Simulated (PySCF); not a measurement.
Gas-phase reaction: 2 BF2OH + 2 H ⇌ B2O2 + 4 HF

Computed with PySCF and rigid-rotor harmonic-oscillator thermochemistry at 1 bar. † marks an energy on the PBE0/def2-TZVP geometry and frequencies; other levels use their own. CCSD(T) freezes the core. Open shells (unrestricted): H (multiplicity 2); the rest are closed-shell singlets. BF2OH: computed as isolated molecules; such fragments, hydroxides, amides, oligomers or adducts are transient or little studied in the gas. CCSD(T) isn't extrapolated to the basis-set limit; its ΔH°(298 K) is 273.4 kJ in def2-SVP and 215.1 kJ in def2-TZVPP. The harmonic model lacks anharmonicity and excited electronic states, which grow with temperature; levels with a mode under 35 cm⁻¹ are left out. Internal rotation in BF2OH is treated as a harmonic vibration of one conformer, which makes the entropy rough. Warning, large T1 diagnostic: B2O2 (CCSD(T)/def2-TZVPP†).

ΔH° and ΔS° at 298 K: CCSD(T)/def2-TZVPP† 215 kJ, 168 J/K; PBE/def2-SVP 346 kJ, 168 J/K; PBE/def2-TZVP† 233 kJ, 168 J/K; PBE0/def2-QZVP† 249 kJ, 168 J/K; PBE0/def2-SVP† 359 kJ, 168 J/K.

Q: With the heat capacities included, give log10 K (1 bar) at 600, 800, 1400, 1600, 2000 K from CCSD(T)/def2-TZVPP†, PBE/def2-SVP, PBE/def2-TZVP†, PBE0/def2-QZVP†, PBE0/def2-SVP†.

A: 
```tsv
T (K)	CCSD(T)/def2-TZVPP†	PBE/def2-SVP	PBE/def2-TZVP†	PBE0/def2-QZVP†	PBE0/def2-SVP†
600	-9.9	-21.3	-11.4	-12.9	-22.4
800	-5.2	-13.8	-6.4	-7.5	-14.6
1400	0.5	-4.4	-0.2	-0.8	-4.9
1600	1.4	-2.9	0.8	0.3	-3.3
2000	2.6	-0.9	2.1	1.7	-1.2
```
